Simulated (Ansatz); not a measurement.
One geometry of C4H5N, SMILES `C=C=CN=C`, several functionals.

```yaml
crystal:
  periodic: [false, false, false]
  atoms:
    - {symbol: C, position_ang: [-1.826387, 1.376756, 0.843533]}
    - {symbol: C, position_ang: [-0.953193, 0.605445, 0.276553]}
    - {symbol: C, position_ang: [-0.091761, -0.181668, -0.319500]}
    - {symbol: N, position_ang: [1.191044, -0.388425, 0.186364]}
    - {symbol: C, position_ang: [1.951207, -1.168654, -0.458992]}
    - {symbol: H, position_ang: [-1.890978, 2.432290, 0.596343]}
    - {symbol: H, position_ang: [-2.514218, 0.994523, 1.592026]}
    - {symbol: H, position_ang: [-0.387146, -0.692357, -1.241346]}
    - {symbol: H, position_ang: [1.646755, -1.678658, -1.382397]}
    - {symbol: H, position_ang: [2.957879, -1.350352, -0.089685]}
basis:
  gaussian: {orbitals: def2-TZVPP}
hamiltonian: {xc: {name: wB97X-V}}
output: {orbitals: {seedname: orbitals}}
```

```sh
$ ansatz run in.yaml --threads 2 --pin off --events-out ev --progress --plain --max-ram 4352MiB
```

It prints (some lines left out):

```
Functional definition: wB97X-V
1170 factors; their error is unknown
291 factors; integrals over basis functions are off by at most 9.4e-6 eV
mean field evaluation 1: about -5713.3853 eV, gradient 4.0e1 eV
mean field evaluation 2: about -5715.0483 eV, gradient 3.1e1 eV
mean field evaluation 4: about -5717.0601 eV, gradient 1.7e0 eV
mean field evaluation 8: about -5717.0792 eV, gradient 3.3e-2 eV
mean field evaluation 16: about -5717.0722 eV, gradient 8.3e-5 eV
mean field -5717.07215911 eV, -210.0985266765 hartree, gradient 2.2e-5 eV, S^2 0.000000; 0 other end points of the search recorded, 0 dependent functions left out
reference -5717.07215712 eV, -210.0985266033 hartree; 18, 18 occupied and 207, 207 virtual orbitals, 1170 factors
Total energy: -5717.07215712 eV, -210.0985266033 hartree
```

Hardware: 2 threads of an Arm Neoverse V2 on a shared host. Wall time 9 s, peak host memory 0.51 GiB.

Changing it to `hamiltonian: {xc: r2scan, dispersion: d4}` and forces (abridged; 5.5 s):

```
Functional definition: r2SCAN
mean field evaluation 16: about -5715.5412 eV, gradient 3.2e-4 eV
mean field -5715.54121364 eV, -210.0422654684 hartree, gradient 8.9e-5 eV, S^2 0.000000
Total energy: -5715.58474837 eV, -210.0438653402 hartree
Atom 0 force    -0.048033     0.041065     0.028977 eV/Å
Atom 1 force    -0.091955     0.078979     0.056813 eV/Å
Atom 2 force     0.039395    -0.074642    -0.082857 eV/Å
Atom 3 force    -0.148616     0.226733     0.233861 eV/Å
Atom 4 force     0.276016    -0.247863    -0.183743 eV/Å
Atom 5 force    -0.010284    -0.002419     0.010978 eV/Å
Atom 6 force    -0.002789     0.015262    -0.001318 eV/Å
Atom 7 force    -0.000803    -0.021965    -0.031815 eV/Å
Atom 8 force    -0.004615    -0.019117    -0.030966 eV/Å
Atom 9 force    -0.008317     0.003968     0.000070 eV/Å
Dipole moment:    -0.117125    -0.098952    -0.214851 e Å
```

Changing it to `hamiltonian: {xc: {name: r2SCANh}, dispersion: d4}` (abridged; 6 s):

```
Functional definition: r2SCANh
mean field evaluation 16: about -5715.1992 eV, gradient 2.4e-4 eV
mean field -5715.19924561 eV, -210.0296983751 hartree, gradient 9.2e-6 eV, S^2 0.000000
Total energy: -5715.24476083 eV, -210.0313710284 hartree
```

Changing it to `hamiltonian: {xc: {name: LC-wPBE}}` (abridged; 2.9 s):

```
Functional definition: LC-wPBE
mean field evaluation 16: about -5714.6127 eV, gradient 7.0e-5 eV
mean field -5714.61269598 eV, -210.0081430737 hartree, gradient 7.0e-5 eV, S^2 0.000000
Total energy: -5714.61269599 eV, -210.0081430740 hartree
```

The same input with `hamiltonian: {xc: pbe0, dispersion: d4}` (abridged; 3 s):

```
Functional definition: PBE0
mean field evaluation 16: about -5711.9801 eV, gradient 6.5e-5 eV
mean field -5711.98009513 eV, -209.9113967768 hartree, gradient 6.5e-5 eV, S^2 0.000000
Total energy: -5712.12200037 eV, -209.9166116984 hartree
```

Changing it to `hamiltonian: {xc: {name: revPBE}, dispersion: d4}` (abridged; 2.6 s):

```
Functional definition: revPBE
mean field evaluation 16: about -5717.5536 eV, gradient 2.7e-4 eV
mean field -5717.55356491 eV, -210.1162180135 hartree, gradient 4.0e-5 eV, S^2 0.000000
Total energy: -5718.14872253 eV, -210.1380896525 hartree
```
